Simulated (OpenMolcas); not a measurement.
# NO+ (SMILES N#[O+]): CCSD(T)/pcseg-2

What is the vertical ionisation energy of NO+ at CCSD(T)/pcseg-2? 

Program for the calculation: OpenMolcas 26.06.

2 further runs of the same task are left out: 2 set aside as unsound or not needed.

## 1. The system as given

The species is NO+ (2 atoms), meant as a singlet with charge +1. SMILES: `N#[O+]`. Geometry: the measured bond length.

Bond lengths: N1–O2 1.063 Å.

## 2. The energy at CCSD(T)/pcseg-2

job.input

```
&GATEWAY
  BasLib=$CurrDir
  Coord
  2
  bohr
  N      0.00000000     0.00000000     0.00000000
  O      0.00000000     0.00000000     2.00919461
  Basis=pcseg-2
  Group=NoSym

&SEWARD

&SCF
  Charge=1
  PrOrbitals=1 1

&RASSCF
  FileOrb=$Project.ScfOrb
  Spin=1
  Nactel=0 0 0
  Inactive=7
  Ras2=0
  OutOrbitals=Canonical
  OrbListing=Nothing

&MOTRA
  JobIph
  Frozen=2

&CCSDT
  CCT
  Triples=2
  Iterations=50
  Extrapolation=5 4
```

The basis set pcseg-2 is read from a file made from the Basis Set Exchange's data (not shown).

Launch:

```bash
export MOLCAS_MEM=1860
pymolcas job.input > job.log
```

The log of the run, cut to the lines that bear on the results:

```text
--- Start Module: gateway ---
[...]
--- Stop Module: gateway /rc=_RC_ALL_IS_WELL_ ---
[...]
      Basis functions           60
[...]
       Convergence after  13 Iterations
[...]
::    Total SCF energy                               -128.9628544010
[...]
      Total spin, S                                     0.0000000000
[...]
      Number of active orbitals                  0
[...]
      Spin quantum number                      0.0
[...]
      Active orbitals                            0
[...]
      Number of CSFs                             1
[...]
      Number of root(s) required                 1
[...]
      Convergence after  4 iterations
[...]
      Natural orbitals and occupation numbers for root  1
      ************************************************************************************************************************
      *                                                    Final results                                                     *
      ************************************************************************************************************************
[...]
::    RASSCF root number  1 Total energy:   -128.96285440
[...]
      Total electronic charge=   14.000000
      Total            charge=    1.000000
[...]
      Dipole Moment (debye):
      Origin of the operator (angstrom)=    0.0000    0.0000    0.5669
                   X=  7.4604E-16               Y= -2.7583E-16               Z= -6.5809E-01           Total=  6.5809E-01
      Center of Charge (angstrom)
[...]
--- Start Module: motra ---
[...]
      *** WARNING: Default frozen orbitals is overwritten by user input.
      *** Default values:   2
[...]
--- Stop Module: motra /rc=_RC_ALL_IS_WELL_ ---
--- Start Module: ccsdt ---
[...]
      Convergence after                    13  Iterations
      Total energy (diff) :    -129.35331932       0.00000008
[...]
 METHOD                       : CCSD+T(CCSD)+<T3(1)WT1> = CCSD(T)
[...]
       CCSD     =      -129.3533193203530
[...]
--- Stop Module: ccsdt /rc=_RC_ALL_IS_WELL_ ---
[...]
```

It took 6 s on 1 thread of Arm Neoverse V1, shared host; peak memory 0.39 GiB.

## 3. Doublet [NO]2+, same level

job.input

```
&GATEWAY
 BasLib = $CurrDir
 Coord
 2
 bohr
 N      0.00000000     0.00000000     0.00000000
 O      0.00000000     0.00000000     2.00919461
 Basis = pcseg-2
 Group = NoSym

&SEWARD

&SCF
 UHF
 Charge = 2
 Spin = 2
 PrOrbitals = 1 1

&RASSCF
 FileOrb = $Project.UnaOrb
 Spin = 2
 Nactel = 1 0 0
 Inactive = 6
 Ras2 = 1
 OutOrbitals = Canonical
 OrbListing = Nothing

&MOTRA
 JobIph
 Frozen = 2

&CCSDT
 CCT
 Triples = 3
 Iterations = 50
 Extrapolation = 5 4
```

The basis set pcseg-2 is read from a file made from the Basis Set Exchange's data (not shown).

Launch:

```bash
export MOLCAS_MEM=1860
pymolcas job.input > job.log
```

The log of the run, cut to the lines that bear on the results:

```text
--- Start Module: gateway ---
[...]
--- Stop Module: gateway /rc=_RC_ALL_IS_WELL_ ---
[...]
      Basis functions           60
[...]
       Convergence after  33 Iterations
[...]
::    Total SCF energy                               -127.9331943059
[...]
      Total spin, S                                     0.7920041971
[...]
      Number of active orbitals                  1
[...]
      Spin quantum number                      0.5
[...]
      Active orbitals                            1
[...]
      Number of CSFs                             1
[...]
      Number of root(s) required                 1
[...]
      Convergence after  9 iterations
[...]
      printout of CI-coefficients larger than  0.05 for root  1
      energy=    -127.893761
      conf/sym  1     Coeff  Weight
             1  u   1.00000 1.00000
      Natural orbitals and occupation numbers for root  1
      sym 1:   1.000000
      ************************************************************************************************************************
      *                                                    Final results                                                     *
[...]
::    RASSCF root number  1 Total energy:   -127.89376090
[...]
      Total electronic charge=   13.000000
      Total            charge=    2.000000
[...]
      Dipole Moment (debye):
      Origin of the operator (angstrom)=    0.0000    0.0000    0.5669
                   X= -9.9891E-09               Y=  3.1552E-11               Z= -2.5281E+00           Total=  2.5281E+00
      Center of Charge (angstrom)
[...]
--- Start Module: motra ---
[...]
      *** WARNING: Default frozen orbitals is overwritten by user input.
      *** Default values:   2
[...]
--- Stop Module: motra /rc=_RC_ALL_IS_WELL_ ---
--- Start Module: ccsdt ---
[...]
      Convergence after                    21  Iterations
      Total energy (diff) :    -128.28059566       0.00000002
[...]
 METHOD                       : CCSD+T(CCSD)+<T3(1)WT1>+<T3(1)UT2> = CCSD(T)
[...]
       CCSD     =      -128.2805956550526
[...]
--- Stop Module: ccsdt /rc=_RC_ALL_IS_WELL_ ---
[...]
```

It took 7.8 s on 1 thread of Arm Neoverse V1, shared host; peak memory 0.39 GiB.

## 4. Results

At CCSD(T)/pcseg-2, 2 core orbitals frozen:

```
                                                quantity          value
                               singlet NO+: total energy  -129.37221 Eh
        singlet NO+: HOMO energy (Hartree–Fock orbitals)      -30.99 eV
        singlet NO+: LUMO energy (Hartree–Fock orbitals)       -7.61 eV
      singlet NO+: HOMO–LUMO gap (Hartree–Fock orbitals)       23.39 eV
singlet NO+: correlation energy (2 core orbitals frozen)     -409.4 mEh
                             singlet NO+: (T) correction     -18.89 mEh
                            doublet [NO]2+: total energy  -128.30174 Eh
                          doublet [NO]2+: (T) correction     -21.15 mEh
    vertical ionisation energy (to the doublet dication)      29.129 eV
```

The vertical ionisation energy comes to 29.13 eV (672 kcal/mol). The triples (singlet NO+) make up 4.6 % of the correlation energy.
